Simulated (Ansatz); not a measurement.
A calculation with Ansatz (development build ahead of 0.2.0).

```yaml
crystal:
  periodic: [false, false, false]
  atoms:
    - { symbol: F, position_ang: [0.71, 0.0, 3.3] }
    - { symbol: F, position_ang: [-0.71, 0.0, 3.3] }
    - { symbol: F, position_ang: [0.71, 0.0, 0.0] }
    - { symbol: F, position_ang: [-0.71, 0.0, 0.0] }
basis:
  gaussian: { orbitals: "6-31G" }
hamiltonian:
  xc: hf
```

The input is written out in the form of the current development build from the run's settings.

The run gave:

```yaml
Converged: yes
Total_energy: -397.29215 hartree
Spin_squared_of_the_determinant: 0.000
```
